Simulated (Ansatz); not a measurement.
The parent structure is C in the diamond structure (space group Fd-3m, No. 227).

```yaml
crystal:
  lattice:
    - [0.00000, 1.77690, 1.77690]
    - [1.77690, 0.00000, 1.77690]
    - [1.77690, 1.77690, 0.00000]
  atoms:
    - { symbol: C, position: [0.50000, 0.50000, 0.50000] }
    - { symbol: C, position: [0.75000, 0.75000, 0.75000] }
```

Method: plane-wave PAW DFT at the PBEsol level (Ansatz, an electronic-structure program, 420 eV), no SOC.

One thing is altered: every C is replaced by Sn, then cell and atoms are relaxed.

Measured lattice parameter a: C 3.553 Å (static lattice; corrected from measurement; as listed in Daniel Mejia-Rodriguez, S. B. Trickey, Phys. Rev. B (2018)); Sn 6.477 Å (static lattice; corrected from measurement; as listed in Daniel Mejia-Rodriguez, S. B. Trickey, Phys. Rev. B (2018)).

How well does PBEsol reproduce the measured shift?

With PBEsol the lattice parameter a moves by +2.987 Å (3.554 → 6.540) against +2.924 Å measured.

Whether these cells are dynamically stable was not tested.
